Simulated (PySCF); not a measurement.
All values below come from PBE-D3(BJ)/def2-TZVP // B3LYP-D3(BJ)/def2-TZVP run with PySCF. Isolated molecules, 0 K electronic values unless said otherwise. One relaxed conformer stands for a flexible species; it need not be the lowest. Excitations are Tamm–Dancoff values on a coarser integration grid. The basis has no diffuse functions, so Rydberg states are missing or too high.

Reference species (SMILES): `C=COC` (C–C–O–C torsion 178°) (neutral, multiplicity 1).

The LUMO is -0.34 eV and the brightest of the four lowest singlets (TDA) comes out as 6.68 eV.

Changed species: `C=CC=C` (C–C–C–C torsion 180°) (X = vinyl; the reference has X = methoxy).

Task: Give the shifts of the LUMO and brightest of the four lowest singlets (TDA).

Result: the LUMO falls by 1.48 eV, to -1.82 eV; the brightest of the four lowest singlets (TDA) falls by 0.44 eV, to 6.24 eV.
